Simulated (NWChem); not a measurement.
System: acetylene (C2H2); SMILES C#C

NWChem input:

```
start job
memory heap 200 mb stack 900 mb global 1100 mb
geometry units angstroms noautosym nocenter noautoz
  C      0.000000     0.000000    -0.598521
  C      0.000000     0.000000     0.598521
  H      0.000000     0.000000    -1.663252
  H      0.000000     0.000000     1.663252
end
basis spherical
  * library def2-svp
end
dft
  xc xpbe96 cpbe96
  iterations 150
end
property
  response 1 0.0
end
task dft property
```

Output (shortened):

```
             Northwest Computational Chemistry Package (NWChem) 7.3.0
             --------------------------------------------------------

                             Geometry "geometry" -> ""
                             -------------------------

 Output coordinates in angstroms (scale by  1.889725989 to convert to a.u.)

  No.       Tag          Charge          X              Y              Z
 ---- ---------------- ---------- -------------- -------------- --------------
    1 C                    6.0000     0.00000000     0.00000000    -0.59852100
    2 C                    6.0000     0.00000000     0.00000000     0.59852100
    3 H                    1.0000     0.00000000     0.00000000    -1.66325200
    4 H                    1.0000     0.00000000     0.00000000     1.66325200

 Effective nuclear repulsion energy (a.u.)      24.8452810054

  pbe96 is a nonlocal functional; adding pw91lda local functional.
                              NWChem Property Module
                              ----------------------

                                 NWChem DFT Module
                                 -----------------

 Summary of "ao basis" -> "ao basis" (spherical)
 ------------------------------------------------------------------------------
       Tag                 Description            Shells   Functions and Types
 ---------------- ------------------------------  ------  ---------------------
 C                          def2-svp                 6       14   3s2p1d
 H                          def2-svp                 3        5   2s1p

            General Information
            -------------------
          SCF calculation type: DFT
          Wavefunction type:  closed shell.
          No. of atoms     :     4
          No. of electrons :    14
           Alpha electrons :     7
            Beta electrons :     7
          Charge           :     0
          Spin multiplicity:     1
          Use of symmetry is: off; symmetry adaption is: off
          Maximum number of iterations: 150
          AO basis - number of functions:    38
                     number of shells:    18
          Convergence on energy requested:  1.00D-06
          Convergence on density requested:  1.00D-05
          Convergence on gradient requested:  5.00D-04

              XC Information
              --------------
          PerdewBurkeErnzerhof Exchange Functional  1.000
            Perdew 1991 LDA Correlation Functional  1.000 local
           PerdewBurkeErnz. Correlation Functional  1.000 non-local

             Grid Information
             ----------------
          Grid used for XC integration:  medium
          Radial quadrature: Mura-Knowles
          Angular quadrature: Lebedev.
          Tag              B.-S. Rad. Rad. Pts. Rad. Cut. Ang. Pts.
          ---              ---------- --------- --------- ---------
          C                   0.70       49           8.0       434
          H                   0.35       45          10.0       434
          Grid pruning is: on
          Number of quadrature shells:   188
          Spatial weights used:  Erf1

      Superposition of Atomic Density Guess
      -------------------------------------

 Sum of atomic energies:         -76.24817908

      Non-variational initial energy
      ------------------------------

 Total energy =     -77.118724
 1-e energy   =    -150.021826
 2-e energy   =      48.057821
 HOMO         =      -0.370197
 LUMO         =       0.058967

   convergence    iter        energy       DeltaE   RMS-Dens  Diis-err
 ---------------- ----- ----------------- --------- --------- ---------
 d= 0,ls=0.0,diis     1    -77.1388657885 -1.02D+02  1.23D-02  2.02D-01
 d= 0,ls=0.0,diis     2    -77.1580131540 -1.91D-02  5.78D-03  2.29D-02
 d= 0,ls=0.0,diis     3    -77.1604868259 -2.47D-03  1.51D-03  4.64D-03
 d= 0,ls=0.0,diis     4    -77.1611186819 -6.32D-04  2.93D-04  1.97D-04
 d= 0,ls=0.0,diis     5    -77.1611506794 -3.20D-05  9.68D-06  1.65D-07
 d= 0,ls=0.0,diis     6    -77.1611507014 -2.20D-08  1.21D-06  9.70D-10

         Total DFT energy =      -77.161150701383
      One electron energy =     -151.993442078681
           Coulomb energy =       61.366831862329
    Exchange-Corr. energy =      -11.379821490439
 Nuclear repulsion energy =       24.845281005408

 Numeric. integr. density =       13.999999116591

                       DFT Final Molecular Orbital Analysis
                       ------------------------------------

 Vector    5  Occ=2.000000D+00  E=-4.415241D-01
              MO Center=  1.5D-10, -1.6D-10, -7.1D-06, r^2= 2.0D+00
   Bfn.  Coefficient  Atom+Function         Bfn.  Coefficient  Atom+Function
  ----- ------------  ---------------      ----- ------------  ---------------
     6      0.386117  1 C  pz                20     -0.386116  2 C  pz
    29     -0.298303  3 H  s                 34     -0.298302  4 H  s
    30     -0.132662  3 H  s                 35     -0.132662  4 H  s
     9      0.041320  1 C  pz                23     -0.041321  2 C  pz

 Vector    6  Occ=2.000000D+00  E=-2.576110D-01
              MO Center=  6.2D-10,  6.7D-10,  1.0D-06, r^2= 1.3D+00
   Bfn.  Coefficient  Atom+Function         Bfn.  Coefficient  Atom+Function
  ----- ------------  ---------------      ----- ------------  ---------------
     4      0.325680  1 C  px                18      0.325681  2 C  px
     5      0.283896  1 C  py                19      0.283896  2 C  py
     7      0.182483  1 C  px                21      0.182483  2 C  px
     8      0.159070  1 C  py                22      0.159071  2 C  py

 Vector    7  Occ=2.000000D+00  E=-2.576110D-01
              MO Center=  2.7D-08, -3.1D-08,  1.0D-06, r^2= 1.3D+00
   Bfn.  Coefficient  Atom+Function         Bfn.  Coefficient  Atom+Function
  ----- ------------  ---------------      ----- ------------  ---------------
     5      0.325680  1 C  py                19      0.325681  2 C  py
     4     -0.283896  1 C  px                18     -0.283896  2 C  px
     8      0.182483  1 C  py                22      0.182483  2 C  py
     7     -0.159070  1 C  px                21     -0.159071  2 C  px

 Vector    8  Occ=0.000000D+00  E= 6.265315D-03
              MO Center= -1.1D-11,  7.2D-11, -9.9D-07, r^2= 2.0D+00
   Bfn.  Coefficient  Atom+Function         Bfn.  Coefficient  Atom+Function
  ----- ------------  ---------------      ----- ------------  ---------------
     7      0.518698  1 C  px                21     -0.518698  2 C  px
     8      0.467307  1 C  py                22     -0.467306  2 C  py
     4      0.324933  1 C  px                18     -0.324933  2 C  px
     5      0.292739  1 C  py                19     -0.292739  2 C  py
    31      0.025603  3 H  px                36     -0.025603  4 H  px

 Vector    9  Occ=0.000000D+00  E= 6.265315D-03
              MO Center=  2.2D-09, -2.4D-09, -9.9D-07, r^2= 2.0D+00
   Bfn.  Coefficient  Atom+Function         Bfn.  Coefficient  Atom+Function
  ----- ------------  ---------------      ----- ------------  ---------------
     8      0.518698  1 C  py                22     -0.518698  2 C  py
     7     -0.467307  1 C  px                21      0.467306  2 C  px
     5      0.324933  1 C  py                19     -0.324933  2 C  py
     4     -0.292739  1 C  px                18      0.292739  2 C  px
    32      0.025603  3 H  py                37     -0.025603  4 H  py

 Vector   10  Occ=0.000000D+00  E= 6.292711D-02
              MO Center=  1.8D-09, -2.1D-09,  1.8D-05, r^2= 6.2D+00
   Bfn.  Coefficient  Atom+Function         Bfn.  Coefficient  Atom+Function
  ----- ------------  ---------------      ----- ------------  ---------------
    30      1.578699  3 H  s                 35     -1.578713  4 H  s
     9      1.088645  1 C  pz                23      1.088651  2 C  pz
     2     -0.247172  1 C  s                 16      0.247174  2 C  s
    29      0.175085  3 H  s                 34     -0.175086  4 H  s
     3     -0.144623  1 C  s                 17      0.144633  2 C  s

     Multipole analysis of the density
     ---------------------------------

     L   x y z        total         alpha         beta         nuclear
     -   - - -        -----         -----         ----         -------
     0   0 0 0     -0.000000     -7.000000     -7.000000     14.000000

     1   1 0 0     -0.000000     -0.000000     -0.000000      0.000000
     1   0 1 0      0.000000      0.000000      0.000000      0.000000
     1   0 0 1     -0.000008     -0.000004     -0.000004      0.000000

     2   2 0 0     -9.818883     -4.909442     -4.909442      0.000000
     2   1 1 0      0.000000      0.000000      0.000000      0.000000
     2   1 0 1     -0.000000     -0.000000     -0.000000      0.000000
     2   0 2 0     -9.818883     -4.909442     -4.909442      0.000000
     2   0 1 1      0.000000      0.000000      0.000000      0.000000
     2   0 0 2     -5.333045    -20.221059    -20.221059     35.109073

 *** CALLING NEW AORESP DRIVER FOR CLOSED AND OPEN SHELLS ***
 Entering AOResponse driver routine

--------------------------------------------------------------------------------

          -----------------------------------------------
          Solving response equations for perturbing field
          -----------------------------------------------

[...]

 DFT Linear Response polarizability / au
 Frequency  =       0.0000000 / au
              X              Y              Z
 -----------------------------------------------
 X       9.6438941      0.0000000     -0.0000000
 Y       0.0000000      9.6438941      0.0000000
 Z      -0.0000000      0.0000000     28.7567629
 -----------------------------------------------
 Eigenvalues =       9.6438942      9.6438941     28.7567629
 Isotropic   =      16.0148504
 Anisotropic =      19.1128688
 -----------------------------------------------

 Magnetic Dipole Response Matrix (nonzero elements):

 Exiting AOResponse driver routine
```

Level: PBE/def2-SVP. Geometry: optimised at PBE0-D3(BJ)/def2-TZVP.
